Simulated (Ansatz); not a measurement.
This geometry of B2H4N (7 atoms, charge 0, multiplicity 2) is a first-order saddle point.

Level of theory: UKS PBE/cc-pVDZ in Ansatz.

```xyz
7
Properties=species:S:1:pos:R:3
B -1.101 0.209 -0.739
N -0.012 -0.005 -0.020
B 1.166 -0.237 0.756
H -1.119 0.122 -1.971
H -2.187 0.507 -0.232
H 1.907 0.697 1.006
H 1.408 -1.361 1.155
```

(1) Which two structures does it join? (They come from a converged band through this point; their orientation in space is the band's.)

(2) How far does it lie above each of them?

Results:

(1) No bond is made or broken.  The two ends are copies of one structure, up to a mirror image or an exchange of like atoms.

Initial state:

```xyz
7
Properties=species:S:1:pos:R:3
B -1.121 0.211 -0.750
N 0.008 -0.008 -0.005
B 1.139 -0.230 0.737
H -1.356 -0.475 -1.737
H -1.909 1.095 -0.437
H 1.513 0.596 1.560
H 1.788 -1.257 0.587
```

Final state:

```xyz
7
Properties=species:S:1:pos:R:3
B -1.121 0.211 -0.752
N 0.009 -0.009 -0.007
B 1.138 -0.230 0.738
H -1.051 0.785 -1.831
H -2.214 -0.163 -0.346
H 2.181 0.356 0.475
H 1.118 -1.017 1.677
```

(2) 0.62 eV above the first and 0.62 eV above the second. This is the barrier of this one path; another mechanism may lie lower.

Run time: 5 min on 1 thread of Arm Neoverse V1 (shared host), peak memory 0.22 GiB.
